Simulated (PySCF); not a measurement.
## SN₂⁻, doublet: molecular constants

Method: UPBE0 in PySCF with S def2-TZVPD, N def2-TZVPD; no relativity; density-fitted integrals.

The structure is a minimum.

| Item | Value |
| --- | --- |
| Point group | C2v |
| Bond lengths | S–N 1.493 Å (×2) |
| Bond angles | N–S–N 140.3° |
| Zero-point energy | 16.2 kJ/mol |
| Rotational symmetry number | 2 |
| Spin squared ⟨S²⟩ | 0.758 |
| Enthalpy at 298.15 K above 0 K | 10.78 kJ/mol |
| Heat capacity Cp at 298.15 K | 41.3 J/(mol K) |
| Lowest empty level (β) | 2.57 eV |
| Entropy at 298.15 K and 1 bar (electronic part: spin only) | 251.8 J/(mol K) |
| Rotational constants | 4.39, 0.3051, 0.2853 cm⁻¹ |
| Dipole moment about the centre of mass | 1.05 D |
| Principal polarisabilities | 35.0, 40.4, 73.0 bohr³ |
| Highest occupied level (α) | -0.71 eV |
| Principal quadrupole moments (Buckingham, traceless) about the centre of mass | -14.08, 5.92, 8.16 D Å |

Harmonic modes (masses in u: S 31.972, N 14.003):
| symmetry | ω (cm⁻¹) | IR (km/mol) |
| --- | --- | --- |
| a1 | 427 | 13.4 |
| a1 | 1048 | 0.3 |
| b2 | 1228 | 66.6 |

In C2v the vibrations span 2a1 + b2. Here b1 is antisymmetric to the molecular plane and b2 lies in it.

Charges (e); Mulliken and Löwdin values are unreliable with diffuse functions:
```json
{"atom": "S1", "Mulliken": "-0.09", "Löwdin": "0.23", "polar tensor": "0.09", "spin (Mulliken)": "0.25", "Mayer order to S1": "–"}
{"atom": "N2,3", "Mulliken": "-0.45", "Löwdin": "-0.61", "polar tensor": "-0.55", "spin (Mulliken)": "0.37", "Mayer order to S1": "2.19"}
```
Other Mayer orders above 0.3: N–N 0.42.

Mulliken populations on S1: s 5.78, p 9.36, d 0.92, f 0.04.

Only a few start shapes were tried, so a lower isomer may exist. The lowest empty level of this anion is unbound, so it and the gap depend on the basis.

The final relaxation and frequency run took roughly 60 core-seconds on a shared host.
